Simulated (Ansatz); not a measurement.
The cluster LiH₂⁻, relaxed as a singlet with RKS PBE0-D4/def2-TZVPD in Ansatz, starting from the GFN1-xTB geometry. Force threshold 0.02 eV/Å.

The structure comes from a short search, and lower isomers may exist.

Start:

```xyz
3

Li    0.009    0.001    0.003
H     0.608    0.134   -1.399
H    -0.617   -0.135    1.396
```

```tsv
step	energy (eV)	largest force component (eV/Å)	SCF passes
1	-235.6020	0.870	18
2	-235.7400	0.294	20
3	-235.7637	0.013	20
```

Force components are those of the run's own axes.

End:

```xyz
3

Li   -0.0029   -0.0003   -0.0015
H     0.6849    0.1503   -1.5594
H    -0.6819   -0.1500    1.5609
```

By distances, no bond broke or formed. The bond that changes most is Li1–H2, from 1.53 to 1.71 Å (atoms count from 1).

No frequencies were taken in this run, so the end may be a saddle point.

It took 0.45 s on 4 threads of Arm Neoverse V2 on a shared host.
